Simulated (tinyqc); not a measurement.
UHF in the sto-3g basis, for BH, spin multiplicity 3, step by step. One step of it, computed by the program tinyqc.

Task: Iteration 3: DIIS coefficients. Solve [B -1; -1 0][c; lambda] = [0; -1] for the coefficients, which sum to one.

B (overlaps of the stored error matrices), lower triangle:
```
               1              2              3
1  7.5828535e-01
2  4.8191286e-03  4.8910599e-02
3  8.7928641e-03  1.7112397e-02  8.4093210e-03
```

Give: DIIS coefficients.

Result:

DIIS coefficients: -0.007  -0.381  1.388
